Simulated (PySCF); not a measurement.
# Static response to an electric field

Compound: fluorocyanoacetylene, C3FN.
SMILES with atom numbers: `[N:1]#[C:2][C:3]#[C:4][F:5]`

Geometry (GFN2-xTB, Å), atoms numbered from 1 in this order:
```
atom  x, y, z in Å
N1    -2.427    0.074   -0.425
C2    -1.299    0.040   -0.218
C3     0.040    0.000    0.028
C4     1.223   -0.036    0.248
F5     2.473   -0.075    0.479
```

Level: B3LYP/def2-SVPD (PySCF), static field, nuclei fixed, core orbitals frozen in the response. The polarisability tensor in these axes (au):

```
x   69.77 -1.37  8.28
y   -1.37 24.99 -0.25
z    8.28 -0.25 26.47
```

Question: Diagonalise the tensor; give its mean and Δα, where Δα² is half the sum of the squared differences of the eigenvalues.

Answer: Principal values 24.95, 24.95 and 71.34 au; mean 40.41 au = 5.99 Å³ = 6.66 × 10⁻⁴⁰ C²·m²/J; Δα = 46.40 au (115 % of the mean).

Question: What is the dipole moment, and where does it point?

Answer: (3.35, -0.10, 0.62) D, 3.41 D in size, pointing from the negative to the positive side. Measured along this direction, the outermost atoms are N1 at the negative end and F5 at the positive end.

Question: Find the Langevin capture rate constant for H3+ (3.023 u) meeting this molecule (69.001 u), k = 2.342 × 10⁻⁹ cm³/s × √(α in Å³ / reduced mass in u).

Answer: The reduced mass is 2.90 u, so k = 3.37 × 10⁻⁹ cm³/s. The formula leaves out the permanent dipole, which adds to the capture rate.

Question: Traceless (Buckingham) quadrupole moment about the centre of nuclear charge: eigenvalues?

Answer: -8.57, 4.29, 4.29 D·Å. The values depend on the origin, since the dipole doesn't vanish. The electronic extent ⟨r²⟩ about the same centre is 489 bohr², a root-mean-square distance of 2.01 Å for the 34 electrons.

Question: Sum over states: ᾱ = Σ f/ω², ω in Eh. What share falls to these 8 lowest TDDFT singlets (eV, f)? 5.48, 0.0000; 5.64, 0.0000; 5.64, 0.0000; 7.07, 0.0172; 7.07, 0.0172; 7.97, 0.0000; 7.98, 0.0141; 7.98, 0.0141.

Answer: They add up to 0.84 au, 2.1 % of the 40.41 au; the largest single term is 0.26 au, from the state at 7.07 eV. Terms in order: 0.00, 0.00, 0.00, 0.26, 0.26, 0.00, 0.16, 0.16 au. Higher excitations give the rest. The strengths listed sum to 0.063.

Question: Orientational against electronic polarisability at 273 K (dilute gas, rigid molecules)?

Answer: In Gaussian units μ²/3kT = 102.97 Å³ against 5.99 Å³, a ratio of 17.20; the Debye molar polarisation (4π/3)N_A(α + μ²/3kT) is 274.9 cm³/mol, leaving out the vibrational part.

Isolated species at its GFN2-xTB geometry, gas phase.
